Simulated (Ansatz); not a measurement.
**One arrangement of a pair**

The pair of CH₄ (SMILES C, atoms 1–5) and SiH₄ (SMILES [SiH4], atoms 6–10), both closed shells, in one local arrangement (a lower one may exist), relaxed at PBE0-D4/def2-TZVP:

```xyz
10
angstrom
C 0.0825 -0.0553 -1.9312
H 1.0208 0.0344 -1.3840
H -0.2617 -1.0885 -1.8955
H 0.2391 0.2408 -2.9681
H -0.6674 0.5936 -1.4791
Si -0.0828 0.0545 1.9305
H -0.1890 0.0074 3.4110
H -0.8733 1.2011 1.4162
H -0.6091 -1.2091 1.3564
H 1.3409 0.2210 1.5439
```

Computed with Ansatz 0.2.0 (basis: def2-TZVPPD, with def2-QZVPPD for the basis limit); correlated methods freeze the cores. B3LYP uses VWN-RPA correlation. Extrapolation: Hartree–Fock as exp(−7.88 √X), correlation as X^−2.97. Interaction energies count from these two fragments, frozen as in the pair, with the counterpoise correction; negative means bound.

**Question.** What is the interaction energy by CCSD(T) at an estimated basis limit (MP2 extrapolated from triple and quadruple zeta, plus CCSD(T) − MP2 in triple zeta)? (To be estimated.)

**Answer.** The calculation gives: -0.77 kcal/mol. Hartree–Fock alone gives 0.46 kcal/mol at the basis limit, so without correlation the pair would not bind at this distance. It counts from the two fragments frozen as in the pair.

The same quantity by other methods in triple zeta, and each one's difference from that estimate:
```
   method  E_int (kcal/mol)  difference
   PBE-D4             -0.99       -0.22
revPBE-D4             -0.86       -0.09
  BLYP-D4             -0.63        0.14
r2SCAN-D4             -0.68        0.09
   B97M-V             -0.72        0.05
  PBE0-D4             -0.89       -0.12
 B3LYP-D4             -0.75        0.02
 HSE06-D4             -0.89       -0.12
  wB97X-V             -0.78       -0.01
  wB97M-V             -0.71        0.06
   B2PLYP             -0.02        0.75
       HF              0.47        1.24
      MP2             -0.61        0.16
     CCSD             -0.50        0.27
  CCSD(T)             -0.65        0.12
```
Differences are method less estimate.

Basis-set superposition shift (counterpoise-corrected less uncorrected): CCSD(T) 0.18; MP2 0.19; HF 0.03; PBE0-D4 0.02; wB97M-V 0.04 kcal/mol.

The T1 diagnostic stays at or below 0.011.

For scale, one of the runs: CCSD(T)/def2-TZVPPD, 221 basis functions (an equivalent command: `ansatz run in.yaml --threads 2`). Hardware: 2 CPU threads, shared host. Wall time 42 s; peak host memory 3.3 GiB.
